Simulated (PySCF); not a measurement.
MgAl at PBE0

Computed with PBE0; PySCF, no relativity, basis sets Mg def2-TZVP, Al def2-TZVP.

| Item | Value |
| --- | --- |
| state | ⁴Π (quartet), unpaired electrons σ ↑↑, π ↑, a second solution, started from another occupation |
| bond length | 2.737 Å |
| harmonic wavenumber | 282 cm⁻¹ |
| force constant | 0.596 mdyn/Å |
| rotational constant Be | 0.1772 cm⁻¹ |
| anharmonicity ωexe | 1.49 cm⁻¹ |
| vibration–rotation constant αe | 0.00128 cm⁻¹ |
| energy of the minimum from ground-state Mg + Al | 0.82 eV |
| bond order (Mayer) | 1.18 |
| dipole moment (positive dipole means Mg(−)Al(+)) | -0.86 D |
